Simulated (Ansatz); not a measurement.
This geometry of H2O + H4OSi (9 atoms, charge 0, multiplicity 1) is a first-order saddle point.

Level of theory: Ansatz, RKS PBE-D4/6-31G*.

```xyz
9
Properties=species:S:1:pos:R:3
Si 0.055 -0.334 -0.063
H -0.629 -0.648 1.600
H 0.955 -0.514 -1.256
H 0.005 1.139 0.200
O -1.270 -1.158 -0.697
H -1.992 -1.218 -0.039
O 1.414 -1.049 1.096
H 1.691 -1.954 0.827
H 0.451 -1.054 1.721
```

Q: Which two structures does it join? (They come from a converged band through this point; their orientation in space is the band's.)

A: Bonds broken: Si1–H2, O7–H9. Bonds formed: Si1–O7, H2–H9. H2O + H4OSi becomes H2 + H4O2Si.

Image 0:

```xyz
9
Properties=species:S:1:pos:R:3
Si -0.107 0.148 0.048
H 0.059 0.596 1.466
H 1.173 0.240 -0.716
H -1.080 1.110 -0.598
O -0.869 -1.374 -0.052
H -1.670 -1.344 -0.609
O 1.413 -1.922 1.130
H 0.655 -2.342 0.662
H 1.107 -1.901 2.059
```

Image 10:

```xyz
9
Properties=species:S:1:pos:R:3
Si 0.245 -0.290 -0.653
H -0.524 -1.440 3.150
H 0.744 -0.639 -2.021
H 0.040 1.182 -0.470
O -1.180 -1.161 -0.539
H -1.685 -0.988 0.280
O 1.367 -0.659 0.541
H 1.715 -1.570 0.488
H -0.041 -1.224 2.614
```

Q: How far does it lie above each of them?

A: 127.7 kJ/mol above the first and 203.9 kJ/mol above the second. This is the barrier of this one path; another mechanism may lie lower. The orbitals stay closed-shell, which can raise the energy where a bond breaks towards radicals; this wasn't checked here.

The run took 5.1 min on 1 thread of Arm Neoverse V2, on a shared host, peak memory 0.11 GiB.
